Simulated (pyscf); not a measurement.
Thermochemistry of product channels of HC≡CH (SMILES C#C) + Cl• (SMILES [Cl]) on the doublet surface, in kcal/mol, from CCSD(T)/def2-TZVPP + ΔMP2(QZVPP) energies (ideal gas, 1 atm, RRHO with modes under 100 cm⁻¹ raised to 100, one conformer, R ln 2 for rigid chiral ones). PySCF, gas phase, ωB97X-D3(BJ)/def2-SVP geometries. MP2 and CC: frozen core, UHF for open shells. ΔMP2 is the change of the MP2 total energy from the triple- to the quadruple-zeta basis.

| products | ΔE | ΔH(298 K) | ΔG(298 K) | ΔG(600 K) |
|---|---|---|---|---|
| H₂C=C•–Cl (SMILES C=[C]Cl) | -21.5 | -21.1 | -14.6 | … |
| •HC=CH–Cl (SMILES [CH]=CCl) | … | -17.6 | -11.2 | -4.6 |
| HC≡C–Cl (SMILES C#CCl) + H• (SMILES [H]) | +28.2 | +23.7 | +24.0 | +24.1 |
| •C≡CH (SMILES [C]#C) + HCl (SMILES Cl) | … | +30.9 | +28.3 | +25.5 |

**Question.** Complete the blanks.

**Answer.** 
- H₂C=C•–Cl (SMILES C=[C]Cl), ΔG(600 K): -7.9
- •HC=CH–Cl (SMILES [CH]=CCl), ΔE: -17.7
- •C≡CH (SMILES [C]#C) + HCl (SMILES Cl), ΔE: +33.6

The channel to H₂C=C•–Cl turns unfavourable between 298 and 1200 K (ΔG from -14.6 kcal/mol to +6.0 kcal/mol). The channel to •HC=CH–Cl turns unfavourable between 298 and 1200 K (ΔG from -11.2 kcal/mol to +8.9 kcal/mol).

These are energies of the channels, which say nothing of barriers. The CCSD(T) − MP2 part came from Ansatz, without density fitting, on the same reference. An open-shell T1 diagnostic exceeds 0.045. A UHF reference is spin-contaminated (<S²> up to 1.15), which harms MP2 most. Left out: orbital degeneracy and the spin-orbit lowering of Cl. C₂H has a Π state close over its Σ ground state, and the state reached was not checked.
